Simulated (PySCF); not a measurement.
Atomic charges by several schemes

Species: streptocyanine-5, C5H9N2 (charge +1).
Structure used (GFN2-xTB), in Å, numbered top down from 1:
```xyz
16
C5H9N2 angstrom
N     -3.6016    0.0755   -0.2805
C     -2.4177   -0.4103    0.0419
C     -1.2236    0.2474   -0.1696
C     -0.0018   -0.3048    0.1864
C      1.2246    0.3150   -0.0053
C      2.4118   -0.2794    0.3693
N      3.6031    0.2660    0.2117
H     -3.6813    0.9844   -0.7139
H     -4.4510   -0.4385   -0.1088
H     -2.4098   -1.3914    0.5014
H     -1.2422    1.2266   -0.6277
H     -0.0042   -1.2864    0.6443
H      1.2515    1.2950   -0.4613
H      2.3917   -1.2612    0.8266
H      4.4437   -0.2083    0.5009
H      3.6991    1.1793   -0.2086
```

Density: PBE0/pcSseg-1 (PySCF); schemes: Mulliken, IAO, Hirshfeld and ESP-fitted. Geometry: GFN2-xTB, one conformer, isolated ion.

**Question.** What partial charge does each atom carry?

**Answer.** In e:

```tsv
atom	environment	Mulliken	IAO	Hirshfeld	ESP-fitted
N1	nitrogen bonded to C and 2 H	-0.300	-0.383	-0.084	-0.702
C2	carbon bonded to C, N and H	+0.188	+0.079	+0.099	+0.247
C3	alkene CH carbon	-0.181	-0.232	-0.071	-0.273
C4	alkene CH carbon	-0.056	-0.035	+0.023	-0.126
C5	alkene CH carbon	-0.179	-0.232	-0.071	-0.268
C6	carbon bonded to C, N and H	+0.186	+0.079	+0.098	+0.250
N7	nitrogen bonded to C and 2 H	-0.300	-0.383	-0.084	-0.701
H8	N–H hydrogen	+0.229	+0.308	+0.176	+0.415
H9	N–H hydrogen	+0.238	+0.318	+0.182	+0.418
H10	hydrogen on C2	+0.155	+0.186	+0.090	+0.164
H11	vinylic hydrogen	+0.133	+0.162	+0.061	+0.203
H12	vinylic hydrogen	+0.134	+0.164	+0.070	+0.174
H13	vinylic hydrogen	+0.133	+0.162	+0.061	+0.202
H14	hydrogen on C6	+0.154	+0.185	+0.090	+0.162
H15	N–H hydrogen	+0.238	+0.318	+0.182	+0.417
H16	N–H hydrogen	+0.229	+0.308	+0.177	+0.415
```

Mean size of the charges over all atoms: ESP-fitted 0.321 e, IAO 0.221 e, Mulliken 0.190 e, Hirshfeld 0.101 e. Each set sums to the total charge, 1, to within 0.001 e. The Hirshfeld scheme divides the density at each point in proportion to the densities of the neutral, spherically averaged free atoms. The ESP scheme is a least-squares fit of atom-centred charges to the potential on four shells outside the van der Waals surface, with the total charge fixed.

Lowest charge. All schemes pick atoms of one kind: Mulliken N1 and N7 (-0.300); IAO N1 and N7 (-0.383); Hirshfeld N1 and N7 (-0.084); ESP-fitted N1 (-0.702).

Highest charge. All schemes pick atoms of one kind: Mulliken H9 and H15 (+0.238); IAO H9 and H15 (+0.318); Hirshfeld H9 and H15 (+0.182); ESP-fitted H9 (+0.418).

**Question.** How many electrons does the Mulliken scheme count on C5?

**Answer.** Z − q = 6 − (-0.179) = 6.179.

**Question.** How closely do the schemes follow one another over all atoms?

**Answer.** Correlation coefficient and root-mean-square difference: Mulliken with ESP-fitted 0.98, 0.176 e; Mulliken with IAO 0.97, 0.067 e; IAO with ESP-fitted 0.97, 0.141 e; IAO with Hirshfeld 0.96, 0.149 e; Mulliken with Hirshfeld 0.96, 0.104 e; Hirshfeld with ESP-fitted 0.94, 0.273 e.

**Question.** Sum the charges by element.

**Answer.** 
| element | atoms | Mulliken | IAO | Hirshfeld | ESP-fitted |
| --- | --- | --- | --- | --- | --- |
| N | 2 | -0.601 | -0.767 | -0.168 | -1.402 |
| C | 5 | -0.042 | -0.343 | +0.077 | -0.169 |
| H | 9 | +1.642 | +2.109 | +1.090 | +2.571 |
